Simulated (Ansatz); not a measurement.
# H2S + FH: molecular dynamics

Aim: follow the two partners and see whether they stay together, part or react. The start is relaxed first. Runs: 600 steps of 0.5 fs under a Nosé-Hoover thermostat at 300 K. SMILES of the start: F.S.

All numbers below are computed with Ansatz 0.2.0 (RKS PBE/6-31G*).

## (1) Starting point

Bond lengths: F1–H2 0.934 Å, S3–H4 1.326 Å, S3–H5 1.327 Å. Angles: H4–S3–H5 92.3°.

Structure file:

```xyz
5

F    -0.0717    0.1414   -1.7693
H     0.0631    0.2147   -2.6910
S     0.3404   -0.5151    1.8093
H     0.1307   -0.3302    0.5133
H    -0.4624    0.4892    2.1377
```

## (2) Preparing the start

Contents of input.yaml:

```yaml
crystal:
  periodic: [false, false, false]
  atoms:
    - { symbol: F, position_ang: [-0.0717, 0.1414, -1.7693] }
    - { symbol: H, position_ang: [0.0631, 0.2147, -2.691] }
    - { symbol: S, position_ang: [0.3404, -0.5151, 1.8093] }
    - { symbol: H, position_ang: [0.1307, -0.3302, 0.5133] }
    - { symbol: H, position_ang: [-0.4624, 0.4892, 2.1377] }
basis:
  gaussian: { orbitals: "6-31G*" }
hamiltonian:
  xc: pbe
relax:
  f_tol: 0.02
  max_steps: 40
scf:
  lower_state_search: "off"
output:
  orbitals: {}
```

Started as:

```console
ansatz run input.yaml --threads 1 --pin off --max-ram 2048MiB --backend cpu --events-out ev --progress --plain --runs-dir out
```

Further steps of the session: The run.

Q: Predict the outcome of this session. Wanted: relaxation of the start; temperature, first and last step; temperature, second half; potential energy, second half; largest change of the conserved energy; bonds formed or broken.

**Answer**, as computed:

| quantity | value |
| --- | --- |
| relaxation of the start | 26 moves, 0.195 eV lower |
| length | 600 steps of 0.5 fs |
| temperature, first and last step | 300 and 267 K |
| temperature, second half | mean 299 K, from 127 to 496 K |
| potential energy, second half | +30 meV/atom from the start |
| largest change of the conserved energy | 0.36 meV/atom |
| bonds formed or broken | 0 |

What this shows: Against a set 300 K the second half averages 299 K with a spread of 83 K. The conserved energy strays from its start by at most 0.36 meV/atom, 1.7 % of the mean kinetic energy, which is good for a step of 0.5 fs. The bonds all hold. The partners' closest contact goes from 2.27 to 2.47 Å: they stay in touch over this short run. Averages from a run of 300 fs with 5 atoms are rough. The nuclei move classically, without zero-point motion, which matters most for hydrogen.
